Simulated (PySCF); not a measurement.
Structure problem from calculated spectra and properties.

Formula: C4H7O2; charge +1.

* Couplings: largest of the computed one-bond spin–spin couplings (means over like bonds): 13C–1H +171.4 (×4), 13C–1H +145.9 (×3), 13C–13C +58.4, 17O–13C +35.5 (×2), 13C–13C +32.7, 17O–13C +22.7 (×2) Hz [B3LYP/pcJ-1, spin–dipole term left out]
* XPS: C1s 296.9, C1s 298.6 (×2), C1s 301.6, O1s 546.4 (×2) eV [ΔSCF SCAN, pcX-2 on the ionised atom, pcseg-1 elsewhere, spin-free X2C]
* Rotational structure: rotational constants A, B, C: 7.905, 3.436, 2.510 GHz [PBE0-D3(BJ)/def2-SVP]
* Triplet: lowest triplet excitation (Tamm–Dancoff): 5.62 eV [TDA PBE0/def2-SVPD]
* NMR, other nuclei: isotropic shieldings of nuclei other than C and H, by class: 73 (2 O) ppm [GIAO PBE0/pcSseg-1]
* 13C NMR: chemical shifts (computed TMS as zero) by class: 199.4 (1 C), 75.8 (2 C), 15.8 (1 C) ppm [GIAO PBE0/pcSseg-1]

The electronic properties come from PySCF, for the isolated species, density fitting. Levels stand in brackets. Geometry: PBE0-D3(BJ)/def2-SVP; no solvent, vibrations or thermal averaging. NMR classes are plain means over equivalent atoms (diastereotopic ones count apart unless rotation or inversion swaps them), as if these changed places fast.

Problem. Propose a structure and show how it fits.

Solution. Numbering: `[CH3:1][C+:2]1[O:3][CH2:4][CH2:5][O:6]1`. 4 carbons fall into 3 classes; from least to most shielded: carbon bonded to C and 2 O [C2] (199.4 ppm), ring sp3 carbon bound to oxygen [C4/C5] (75.8 ppm, 2 C), methyl carbon [C1] (15.8 ppm). The other shieldings belong to: 73 ppm, oxygen bonded to 2 C [O3/O6]. The couplings run between: +171.4 Hz, sp3 carbon bound to oxygen [C4] and its hydrogen (with 3 like pairs); +145.9 Hz, methyl carbon [C1] and its hydrogen (with 2 like pairs); +58.4 Hz, methyl carbon [C1] and carbon bonded to C and 2 O [C2]; +35.5 Hz, oxygen bonded to 2 C [O3] and carbon bonded to C and 2 O [C2] (with 1 like pair); +32.7 Hz, sp3 carbon bound to oxygen [C4] and sp3 carbon bound to oxygen [C5]; +22.7 Hz, oxygen bonded to 2 C [O3] and sp3 carbon bound to oxygen [C4] (with 1 like pair). The core levels belong to: C1s 296.9 eV, methyl carbon [C1]; C1s 298.6 eV, sp3 carbon bound to oxygen [C4/C5]; C1s 301.6 eV, carbon bonded to C and 2 O [C2]; O1s 546.4 eV, oxygen bonded to 2 C [O3/O6]. One atom of each topological class was ionised and stands for its class. By its constants the optimised geometry is an asymmetric top. Structure: `O1[C+](C)OCC1`. The assignments are read from this structure; whether some other isomer fits the data as well wasn't checked.
